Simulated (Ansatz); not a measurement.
Two structures of Si₂H₅Cl, closed shell, reached by relaxing down either side of one saddle point (PBE0-D4/def2-TZVP). Energies are electronic, without zero-point energy. Ansatz 0.2.0; basis: def2-TZVPP and def2-QZVPP; cores frozen in the correlated methods. Extrapolation: Hartree–Fock as exp(−7.88 √X), correlation as X^−2.97. First:

```
atom    x (Å)    y (Å)    z (Å)
 Si1  -0.6369   0.0127   1.0232
 Si2   0.5515   0.1278  -0.9868
 Cl3   1.5352  -1.6633  -1.2803
  H4  -0.3484   0.3454  -2.1476
  H5   1.5723   1.2059  -0.9628
  H6  -1.6226  -1.0973   0.9573
  H7  -1.3562   1.2955   1.2499
  H8   0.3051  -0.2268   2.1472
```

Second:

| atom | x (Å) | y (Å) | z (Å) |
| --- | --- | --- | --- |
| Si1 | -0.3887 | -0.3534 | 1.3442 |
| Si2 | -0.0444 | 0.8291 | -1.5989 |
| Cl3 | 1.0895 | -0.7818 | -0.0891 |
| H4 | 0.0168 | -0.2225 | -2.6926 |
| H5 | 1.3188 | 1.4142 | -1.9223 |
| H6 | -1.6916 | -0.7440 | 0.7761 |
| H7 | -0.2803 | 1.0756 | 1.6889 |
| H8 | -0.0203 | -1.2172 | 2.4938 |

Task: Which bonds change from the first to the second?

Result: Si₂H₅Cl ([SiH3][SiH2][Cl]) → SiH₃Cl ([SiH3][Cl]) + SiH₂ (still joined by a long Si–Cl bond); bonds formed: Si1–Cl3; bonds broken: Si1–Si2; bonds weakened to dative contacts: Si2–Cl3.

Task: Give the saddle point's structure and its height above each. (To be estimated.)

Result: Computed: 51.99 kcal/mol above the first and 4.27 kcal/mol above the second (CCSD(T) at an estimated basis limit (MP2 extrapolated from triple and quadruple zeta, plus CCSD(T) − MP2 in triple zeta)).
Si1  (-0.404, -0.239, 1.133)
Si2  (0.040, 0.626, -1.343)
Cl3  (1.290, -0.938, -0.111)
H4  (-0.109, -0.241, -2.564)
H5  (1.220, 1.472, -1.744)
H6  (-1.744, -0.710, 0.719)
H7  (-0.293, 1.148, 1.635)
H8  (-0.001, -1.118, 2.274)
(Å)

T1 diagnostic: at most 0.013.

Losses and insertions of silylenes and their heavier kin drive the gas-phase chemistry of silicon and germanium vapour deposition.

Labels in which every atom is bracketed show which atoms are joined, not bond orders.

For scale, one of the runs: CCSD(T)/def2-TZVPP, 196 basis functions, launched by `ansatz run in.yaml --threads 2 --pin off --events-out ev --progress --plain --max-ram 4352MiB`. Time: 41 s of wall clock on 2 CPU threads of an Arm Neoverse V1; the host was shared. Peak host memory: 2 GiB.
